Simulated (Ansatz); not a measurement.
**SiNH4 radical: a ladder of functionals and wavefunction methods**

How much do the methods differ for SiNH4 radical? The plan is to run it at one geometry with functionals of several rungs and with coupled cluster. The yardstick is the atomisation energy at the CCSD(T) limit.

Computed with Ansatz 0.2.0, Gaussian basis. Level: functionals in def2-TZVPP, the program's frozen cores in correlated methods.

Plan: LDA (SPW92), PBE-D4, revPBE-D4, BLYP-D4, r2SCAN-D4, B97M-V, PBE0-D4, B3LYP-D4, r2SCANh-D4, r2SCAN0-D4, HSE06-D4, BHLYP-D4, CAM-B3LYP-D4, LC-ωPBE, ωB97X-V, ωB97M-V, B2PLYP, PBE-QIDH; CCSD(T)/def2-SVP; CCSD(T)/def2-TZVPP; MP2/def2-QZVPP; extrapolation to the limit; RPA on PBE.

### Step 1. The geometry

An earlier PBE0-D4 in a triple-zeta def2 set relaxation fixed the geometry.

SMILES `[NH][SiH3]`, 6 atoms, charge 0, spin multiplicity 2.

Atoms are counted from 1 here; the program's logs count them from 0.

Bond lengths: N1–Si2 1.753 Å, N1–H3 1.023 Å, Si2–H4 1.491 Å, Si2–H5 1.491 Å, Si2–H6 1.481 Å. Angles: Si2–N1–H3 111.9°, N1–Si2–H4 110.8°, N1–Si2–H5 109.1°, N1–Si2–H6 109.3°, H4–Si2–H5 108.6°, H4–Si2–H6 109.5°, H5–Si2–H6 109.5°.

### Step 2. LDA

This LDA is Slater exchange with PW92 correlation.

in.yaml reads:

```yaml
crystal:
  periodic: [false, false, false]
  atoms:
    - {symbol: N, position_ang: [0.592145, -0.835218, 0.909470]}
    - {symbol: Si, position_ang: [-0.203705, 0.347586, -0.109981]}
    - {symbol: H, position_ang: [0.922750, -1.640651, 0.372666]}
    - {symbol: H, position_ang: [-1.310562, -0.282320, -0.885520]}
    - {symbol: H, position_ang: [0.789510, 0.911815, -1.068907]}
    - {symbol: H, position_ang: [-0.748136, 1.434788, 0.736172]}
basis:
  gaussian: {orbitals: def2-TZVPP}
magnetization: {spin_polarized: true, initial_magnetization: 1}
hamiltonian: {xc: lda}
output: {orbitals: {seedname: orbitals}}
```

After this run come: PBE-D4 (GGA); revPBE-D4 (GGA); BLYP-D4 (GGA); r2SCAN-D4 (meta-GGA); B97M-V (meta-GGA); PBE0-D4 (hybrid); B3LYP-D4 (hybrid); r2SCANh-D4 (hybrid); r2SCAN0-D4 (hybrid); HSE06-D4 (hybrid); BHLYP-D4 (hybrid); CAM-B3LYP-D4 (range-separated); LC-ωPBE-D4 (range-separated); ωB97X-V (range-separated); ωB97M-V (range-separated); B2PLYP (double hybrid); PBE-QIDH (double hybrid); CCSD(T) in def2-SVP; CCSD(T) in def2-TZVPP; MP2 in def2-QZVPP; RPA on PBE orbitals.

Q: Predict the results of all the runs planned. Wanted: atomisation energy, CCSD(T)/CBS; farthest beyond LDA; mean size of error, GGA; mean size of error, meta-GGA; mean size of error, hybrid; mean size of error, range-separated; mean size of error, double hybrid; gap, smallest and largest; T1 diagnostic.

As calculated:

| quantity | value |
| --- | --- |
| atomisation energy, CCSD(T)/CBS | 1675.7 kJ/mol |
| functionals within 8.4 kJ/mol (0.5 %) | PBE-D4, r2SCAN-D4, r2SCANh-D4 |
| farthest beyond LDA | PBE-QIDH (-36.3 kJ/mol) |
| mean size of error, GGA | 14.6 kJ/mol |
| mean size of error, meta-GGA | 7.9 kJ/mol |
| mean size of error, hybrid | 16.2 kJ/mol |
| mean size of error, range-separated | 17.5 kJ/mol |
| mean size of error, double hybrid | 24.7 kJ/mol |
| gap, smallest and largest | 1.09 eV (LDA (SPW92)), 10.12 eV (LC-ωPBE) |
| T1 diagnostic | 0.0148 |
| triples share of the correlation energy | 3.0 % |

What this shows: LDA overbinds by 193.2 kJ/mol (12 %). PBE-D4 is off by +4.9 kJ/mol. Double hybrids carry the basis error of their MP2 part in triple zeta, and no dispersion term here, so their miss is partly the set-up's. By mean error the best rung here is meta-GGA (7.9 kJ/mol) and the worst beyond LDA is double hybrid (24.7 kJ/mol). The reference freezes the cores and leaves out relativity and excitations past (T), so misses under about 8.4 kJ/mol can't be ranked. Hartree-Fock recovers 72 % of the binding; the rest is correlation. CCSD(T) in def2-SVP is off by -147.5 kJ/mol, so the small basis spoils what the method gains. The gap grows from 1.1 to 10.1 eV across the functionals, mostly with the share of exact exchange.
